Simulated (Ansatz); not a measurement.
Saddle point of AlH₇O₂, closed shell (AlH₃ + H₂O + H₂O → AlH₃O ([OH][AlH2]) + H₂O + H₂; bonds formed: H2–H7, H5–O8; dative contacts that become bonds: Al1–O6; bonds broken: Al1–H2, H5–O6, H7–O8), PBE0-D4/def2-TZVP structure:

Al1  (-1.048, 0.434, -0.672)
H2  (-0.810, -1.190, -0.085)
H3  (-1.169, 0.366, -2.256)
H4  (-2.194, 1.022, 0.258)
H5  (1.125, 0.025, 0.507)
O6  (0.598, 1.044, -0.176)
H7  (0.097, -1.200, 0.446)
O8  (1.166, -0.991, 0.934)
H9  (1.155, 1.441, -0.847)
H10  (1.080, -0.952, 1.892)
(Å)

Energies are electronic, without zero-point energy. Barriers and step energies count from the start structure reached by relaxing down the imaginary mode; all methods use the PBE0-D4 structures, on which another method's saddle can fall below an end. Computed with Ansatz 0.2.0 (basis: def2-TZVPP, with def2-QZVPP for the basis limit); correlated methods freeze the cores. B3LYP uses VWN-RPA correlation. Extrapolation: Hartree–Fock as exp(−7.88 √X), correlation as X^−2.97.

```tsv
method	barrier (kJ/mol)	step energy (kJ/mol)
SPW92	?	9.9
PBE-D4	29.3	-9.1
BLYP-D4	35.6	-19.8
r2SCAN-D4	32.5	-11.9
B97M-V	54.0	1.0
PBE0-D4	43.1	-4.6
B3LYP-D4	45.8	-14.6
r2SCAN0-D4	44.3	-8.1
BHLYP-D4	62.5	-10.4
CAM-B3LYP-D4	48.3	-10.0
wB97X-V	?	-10.7
wB97M-V	?	-12.9
B2PLYP	50.1	-16.0
PBE-QIDH	51.6	-7.2
RPA on PBE	55.1	-12.7
HF	100.4	-10.5
MP2	49.3	-18.5
CCSD	64.3	-11.9
CCSD(T)	57.1	-12.4
```

(1) Fill in the withheld barriers. (An estimate is asked for; the value comes from the calculation.)

T1 diagnostic: at most 0.011.

## Answers

(1) The calculation gives: wB97X-V 53.3; wB97M-V 54.7; SPW92 9.3 kJ/mol. Each is the energy of the saddle less that of the start structure, by the same method.

For comparison, the barrier by CCSD(T) at an estimated basis limit (MP2 extrapolated from triple and quadruple zeta, plus CCSD(T) − MP2 in triple zeta) is 56.6 kJ/mol.

The step is the kind of ligand exchange by which a precursor binds to a hydroxyl group, or is hydrolysed, in atomic layer deposition of oxides.

Labels in which every atom is bracketed show which atoms are joined, not bond orders.

For scale, one of the runs: CCSD(T)/def2-TZVPP, 202 basis functions (an equivalent command: `ansatz run in.yaml --threads 2`). Hardware: 2 CPU threads, shared host. Wall time 36 s; peak host memory 2.7 GiB.
